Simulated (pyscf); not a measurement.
Thermochemistry of product channels of H₂N–SiH₃ + SiH₄ on the singlet surface, in kcal/mol, from ωB97M-D3(BJ)/def2-TZVP energies (ideal gas, 1 atm, RRHO with modes under 100 cm⁻¹ raised to 100, one conformer, R ln 2 for chiral ones without a mode under 150 cm⁻¹). Single points on ωB97X-D3(BJ)/def2-SVP structures (PySCF, gas phase).

```csv
products,ΔE,ΔH(298 K),ΔG(600 K),ΔG(900 K)
H₂N–SiH₂–SiH₃ + H₂,+7.2,+5.8,+7.1,+6.7
H₃Si–NH–SiH₃ + H₂,…,-9.9,-7.4,…
```

Q: Complete the blanks.

A: 
- H₃Si–NH–SiH₃ + H₂, ΔE: -7.5
- H₃Si–NH–SiH₃ + H₂, ΔG(900 K): -7.0

These are energies of the channels, which say nothing of barriers.
